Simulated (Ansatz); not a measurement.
Mo (bcc): energy against volume

Level of theory: DFT, LDA (PW92), plane waves (420 eV) with PAW, scalar-relativistic (Ansatz 0.2.0). (PAW data from PBE, frozen cores regenerated.)

The cell is scaled uniformly from the relaxed one, with fractional coordinates and shape fixed. Energies are extrapolated to zero smearing, pressures are those at the given smearing. Magnetic state: spin not included.

A Birch-Murnaghan fit gives V₀ = 15.06 Å³/atom, B₀ = 291 GPa, B₀′ = 4.1.

What are the energy above the minimum and the pressure at 13.275 Å³/atom?

238.7 meV/atom and 47.66 GPa as computed.

What are the energy above the minimum and the pressure at 13.879 Å³/atom?

97.2 meV/atom and 28.24 GPa as computed.

What are the energy above the minimum and the pressure at 14.482 Å³/atom?

21.7 meV/atom and 12.45 GPa as computed.
